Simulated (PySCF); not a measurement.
**Complexes of methanol**

Gas-phase complexes of methanol, each in one structure from a short search with a few starts, optimised by PBE0-D3(BJ)/def2-SVPD or PBE0-D3(BJ)/def2-TZVPD; other ways of binding may lie lower. Energies in kcal/mol, wB97M-D3(BJ)/def2-TZVPD, counterpoise-corrected (PySCF): interaction is complex less parts frozen as they stand in it, binding adds what it costs to deform them. Contacts are written partner···methanol; electrostatic, Pauli and orbital are terms of the uncorrected same energy, whose rest is dispersion or correlation.

Frequency runs check only 2 of the 5 structures; these show no clear imaginary mode. 2 further partners within 0.25 kcal/mol of a listed one are not ranked.

Q: Order these partners of methanol by binding energy, strongest first: Ca2+, carbon dioxide, ethylene, methanol, phosphine.

A: Ca2+ (-66.5), methanol (-5.5), carbon dioxide (-3.4), ethylene (-3.1), phosphine (-1.2).
```json
{"partner": "Ca2+", "contact": "Ca···O", "distance (Å)": "2.17", "binding": "-66.5", "interaction": "-68.1", "electrostatic": "-58.7", "Pauli": "34.5", "orbital": "-42.4"}
{"partner": "methanol", "contact": "O···H", "distance (Å)": "1.85", "binding": "-5.5", "interaction": "-5.6", "electrostatic": "-10.5", "Pauli": "10.3", "orbital": "-4.3"}
{"partner": "carbon dioxide", "contact": "C···O", "distance (Å)": "2.70", "binding": "-3.4", "interaction": "-3.5", "electrostatic": "-5.5", "Pauli": "4.4", "orbital": "-1.3"}
{"partner": "ethylene", "contact": "C···H", "distance (Å)": "2.43", "binding": "-3.1", "interaction": "-3.2", "electrostatic": "-4.2", "Pauli": "4.4", "orbital": "-2.0"}
{"partner": "phosphine", "contact": "H···O", "distance (Å)": "2.47", "binding": "-1.2", "interaction": "-1.2", "electrostatic": "-1.6", "Pauli": "2.0", "orbital": "-0.7"}
```

Multiply charged ions in the gas phase bind far more strongly than in solution.
